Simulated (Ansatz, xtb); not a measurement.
**CH2P2: where a starting geometry ends**

The starting geometry of this gas-phase singlet has its atoms placed at random.

```csv
atom,x (Å),y (Å),z (Å)
C,-0.8675,0.4141,1.3931
P,-1.3411,0.5094,-1.2844
P,0.4890,-0.3153,0.4805
H,1.1571,-1.2828,-0.9208
H,0.5740,1.5875,0.5974
```

Question: Guess where an optimisation with r2SCAN-D4/def2-SVP ends from this start.

Answer: It ends as `P#CP`. Contacts that close: C1–P2 (2.72 → 1.56 Å), P3–H4 (1.83 → 1.43 Å), P3–H5 (1.91 → 1.43 Å).

The energy falls by 9.83 eV over 18 steps:

```json
{"step": "1", "E − E(last) (eV)": "9.826"}
{"step": "3", "E − E(last) (eV)": "5.182"}
{"step": "5", "E − E(last) (eV)": "2.786"}
{"step": "7", "E − E(last) (eV)": "1.953"}
{"step": "9", "E − E(last) (eV)": "1.765"}
{"step": "10", "E − E(last) (eV)": "1.466"}
{"step": "12", "E − E(last) (eV)": "0.655"}
{"step": "14", "E − E(last) (eV)": "0.112"}
{"step": "16", "E − E(last) (eV)": "0.001"}
{"step": "18", "E − E(last) (eV)": "0.000"}
```

Final geometry (Å):

```tsv
atom	x (Å)	y (Å)	z (Å)
C	-0.8921	0.1662	-0.0375
P	-2.3603	0.3659	-0.5268
P	0.6859	-0.1790	0.6836
H	1.3637	-0.5902	-0.5070
H	1.2142	1.1499	0.6534
```

From the same start GFN2-xTB reaches the same bonding as this run.

From so rough a start the end depends on the optimiser's path, so another program may land elsewhere. No frequencies were run, so the end isn't proven a minimum. Run with Ansatz 0.2.0, 28 s on 1 thread of Arm Neoverse V2, on a shared host.
